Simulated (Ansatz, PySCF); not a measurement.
**Zinc-blende AlAs, bulk modulus**

Reference value: 75 GPa (measured, 0 K value with the zero-point phonon effect removed; as tabulated in Mejia-Rodriguez and Trickey (2018), arXiv:1807.09216).

| level (code) | value (GPa) | cell (Å³/atom) | error (%) |
|---|---|---|---|
| PBE (Ansatz) | 67.1 | 23.50 | -10.5 |
| PBE-D3(BJ) (Ansatz) | 73.0 | 22.72 | -2.7 |
| HSE06 (Ansatz) | 75.8 | 22.93 | +1.1 |
| Hartree–Fock (PySCF) | 81.0 ± 2 | 23.37 | +8.0 |
| MP2 (PySCF) | 82.1 ± 2 | 22.19 | +9.5 |

Once the reference is moved by up to 5.0 % (a margin picked here for doubts on the reference and the settings) and values within 1.7 % count as equal, the nearest can be HSE06 (+1.1 %), PBE-D3(BJ) (-2.7 %), Hartree–Fock (+8.0 %) or MP2 (+9.5 %).

A ± on a computed value is a rough bar: the spread of its extrapolation, a floor set from checks against published values, or a statistical error. Each level is taken at its own relaxed cell. Cutoffs and k meshes differ between the levels. Ansatz's density-functional and Hartree–Fock values are scalar-relativistic unless marked +SOC, with PAW data made under PBE.

Differences are worked out from the printed values.

Ansatz is a program for electronic structure.
